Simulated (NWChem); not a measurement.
System: BCl₃; SMILES ClB(Cl)Cl

The following NWChem deck was run.

```
start job
memory heap 200 mb stack 900 mb global 1100 mb
geometry units angstroms noautoz
  B      0.000000     0.000000     0.000000
  Cl     0.876170     1.505687     0.000000
  Cl     0.865878    -1.511629     0.000000
  Cl    -1.742048     0.005942     0.000000
end
basis spherical
  * library def2-tzvpd
end
dft
  xc slater vwn_5
  iterations 150
  semidirect filesize 400000000
  mulliken
end
task dft energy
```

Parts of the log:

```
             Northwest Computational Chemistry Package (NWChem) 7.3.0
             --------------------------------------------------------

 C3H symmetry detected

                             Geometry "geometry" -> ""
                             -------------------------

 Output coordinates in angstroms (scale by  1.889725989 to convert to a.u.)

  No.       Tag          Charge          X              Y              Z
 ---- ---------------- ---------- -------------- -------------- --------------
    1 B                    5.0000     0.00000000    -0.00000000     0.00000000
    2 Cl                  17.0000     0.54868336     1.65339453     0.00000000
    3 Cl                  17.0000     1.15753999    -1.30187099     0.00000000
    4 Cl                  17.0000    -1.70622334    -0.35152354     0.00000000

 Effective nuclear repulsion energy (a.u.)     229.5139013649

      Symmetry information
      --------------------

 Group name             C3h
 Group number             22
 Group order               6
 No. of unique centers     2

                                 NWChem DFT Module
                                 -----------------

 Summary of "ao basis" -> "ao basis" (spherical)
 ------------------------------------------------------------------------------
       Tag                 Description            Shells   Functions and Types
 ---------------- ------------------------------  ------  ---------------------
 B                         def2-tzvpd               13       37   6s3p3d1f
 Cl                        def2-tzvpd               16       46   6s6p3d1f

      Symmetry analysis of basis
      --------------------------

        a'         42
        e'+        38
        e'-        38
        a"         19
        e"+        19
        e"-        19

  Rotation of axis

            General Information
            -------------------
          SCF calculation type: DFT
          Wavefunction type:  closed shell.
          No. of atoms     :     4
          No. of electrons :    56
           Alpha electrons :    28
            Beta electrons :    28
          Charge           :     0
          Spin multiplicity:     1
          Use of symmetry is: on ; symmetry adaption is: on
          Maximum number of iterations: 150
          AO basis - number of functions:   175
                     number of shells:    61
          Convergence on energy requested:  1.00D-06
          Convergence on density requested:  1.00D-05
          Convergence on gradient requested:  5.00D-04

              XC Information
              --------------
                        Slater Exchange Functional  1.000 local
                      VWN V Correlation Functional  1.000 local

             Grid Information
             ----------------
          Grid used for XC integration:  medium
          Radial quadrature: Mura-Knowles
          Angular quadrature: Lebedev.
          Tag              B.-S. Rad. Rad. Pts. Rad. Cut. Ang. Pts.
          ---              ---------- --------- --------- ---------
          B                   0.85       49          12.0       434
          Cl                  1.00       88          13.0       590
          Grid pruning is: on
          Number of quadrature shells:   137
          Spatial weights used:  Erf1

      Superposition of Atomic Density Guess
      -------------------------------------

 Sum of atomic energies:       -1402.96843431

      Non-variational initial energy
      ------------------------------

 Total energy =   -1404.090197
 1-e energy   =   -2394.934674
 2-e energy   =     761.330576
 HOMO         =      -0.403495
 LUMO         =       0.033530

      Symmetry analysis of molecular orbitals - initial
      -------------------------------------------------

  Numbering of irreducible representations:

     1 a'          2 e'+         3 e'-         4 a"          5 e"+
     6 e"-

  Orbital symmetries:

     1 a'          2 e'+         3 e'+         4 a'          5 e'+
     6 e'+         7 a'          8 e'+         9 e'+        10 e'+
    11 e'+        12 a"         13 e"+        14 e"+        15 a'
    16 a'         17 a'         18 e'+        19 e'+        20 a'
    21 e'+        22 e'+        23 a"         24 e'+        25 e'+
    26 e"+        27 e"+        28 a'         29 a'         30 a"
    31 e'+        32 e'+        33 a"         34 e'+        35 e'+
    36 a'         37 e"+        38 e"+

------------------------------------------------------------
EAF file 0: "./job.aoints.0" size=115343360 bytes
------------------------------------------------------------
               write      read    awrite     aread      wait
               -----      ----    ------     -----      ----
     calls:      220         0         0         0         0
   data(b): 1.15e+08  0.00e+00  0.00e+00  0.00e+00
   time(s): 0.00e+00  0.00e+00  0.00e+00  0.00e+00  0.00e+00
rate(mb/s): 0.00e+00  0.00e+00
------------------------------------------------------------

     ---------------------------------------------
      Total Density - Mulliken Population Analysis
     ---------------------------------------------

    Atom       Charge   Shell Charges
 -----------   ------   -------------------------------------------------------
    1 B    5     3.83   0.91  1.07  0.48  0.35 -0.08 -0.00  0.57  0.52 -0.17  0.06  0.14 -0.03  0.02
    2 Cl  17    17.39   2.01  0.45  1.52  1.10  0.86  0.06  4.19  1.69  1.11  2.92  1.43  0.03  0.01  0.02  0.01  0.00
    3 Cl  17    17.39   2.01  0.45  1.52  1.10  0.86  0.06  4.19  1.69  1.11  2.92  1.43  0.03  0.01  0.02  0.01  0.00
    4 Cl  17    17.39   2.01  0.45  1.52  1.10  0.86  0.06  4.19  1.69  1.11  2.92  1.43  0.03  0.01  0.02  0.01  0.00

   convergence    iter        energy       DeltaE   RMS-Dens  Diis-err
 ---------------- ----- ----------------- --------- --------- ---------
 d= 0,ls=0.0,diis     1  -1400.7882781277 -1.63D+03  6.67D-03  3.29D+00
 d= 0,ls=0.0,diis     2  -1400.5423285016  2.46D-01  6.95D-03  2.98D+00
 d= 0,ls=0.0,diis     3  -1400.7370753207 -1.95D-01  3.04D-03  1.26D+00
 d= 0,ls=0.0,diis     4  -1400.9133593829 -1.76D-01  3.94D-04  1.35D-02
 d= 0,ls=0.0,diis     5  -1400.9148501244 -1.49D-03  1.04D-04  1.11D-03
  Resetting Diis
 d= 0,ls=0.0,diis     6  -1400.9149895157 -1.39D-04  2.60D-05  4.61D-05
 d= 0,ls=0.0,diis     7  -1400.9149946216 -5.11D-06  7.84D-06  8.76D-07
 d= 0,ls=0.0,diis     8  -1400.9149945572  6.44D-08  4.00D-06  1.31D-06

         Total DFT energy =    -1400.914994557228
      One electron energy =    -2396.126154368195
           Coulomb energy =      849.762600341702
    Exchange-Corr. energy =      -84.065341895631
 Nuclear repulsion energy =      229.513901364896

 Numeric. integr. density =       56.000000057300

                  Occupations of the irreducible representations
                  ----------------------------------------------

                     irrep           alpha         beta
                     --------     --------     --------
                     a'                8.0          8.0
                     e'+              14.0         14.0
                     e'-               0.0          0.0
                     a"                2.0          2.0
                     e"+               4.0          4.0
                     e"-               0.0          0.0

                       DFT Final Molecular Orbital Analysis
                       ------------------------------------

 Vector   26  Occ=2.000000D+00  E=-3.180108D-01  Symmetry=e"+
              MO Center= -7.8D-01, -3.2D-01, -2.6D-14, r^2= 3.4D+00
   Bfn.  Coefficient  Atom+Function         Bfn.  Coefficient  Atom+Function
  ----- ------------  ---------------      ----- ------------  ---------------
   147      0.444024  4 Cl pz               150      0.275035  4 Cl pz
   101     -0.257938  3 Cl pz               144      0.217261  4 Cl pz
    55     -0.186086  2 Cl pz               138     -0.177799  4 Cl pz
   104     -0.159771  3 Cl pz                98     -0.126209  3 Cl pz
    58     -0.115264  2 Cl pz                92      0.103285  3 Cl pz

 Vector   27  Occ=2.000000D+00  E=-3.180108D-01  Symmetry=e"+
              MO Center=  7.8D-01,  3.2D-01, -7.0D-15, r^2= 3.4D+00
   Bfn.  Coefficient  Atom+Function         Bfn.  Coefficient  Atom+Function
  ----- ------------  ---------------      ----- ------------  ---------------
    55      0.405278  2 Cl pz               101     -0.363794  3 Cl pz
    58      0.251036  2 Cl pz               104     -0.225340  3 Cl pz
    52      0.198303  2 Cl pz                98     -0.178005  3 Cl pz
    46     -0.162284  2 Cl pz                92      0.145673  3 Cl pz
    49     -0.071629  2 Cl pz                95      0.064297  3 Cl pz

 Vector   28  Occ=2.000000D+00  E=-2.880368D-01  Symmetry=a'
              MO Center= -2.7D-14,  4.9D-15,  1.3D-19, r^2= 4.3D+00
   Bfn.  Coefficient  Atom+Function         Bfn.  Coefficient  Atom+Function
  ----- ------------  ---------------      ----- ------------  ---------------
   146      0.324473  4 Cl py                53      0.314426  2 Cl px
    99     -0.247577  3 Cl px               100     -0.220130  3 Cl py
   149      0.211832  4 Cl py                56      0.205273  2 Cl px
   102     -0.161630  3 Cl px               143      0.159633  4 Cl py
    50      0.154691  2 Cl px               103     -0.143712  3 Cl py

[...]
```

Level: LDA (Slater exchange, VWN5)/def2-TZVPD. Geometry: optimised at PBE0/def2-SVP.
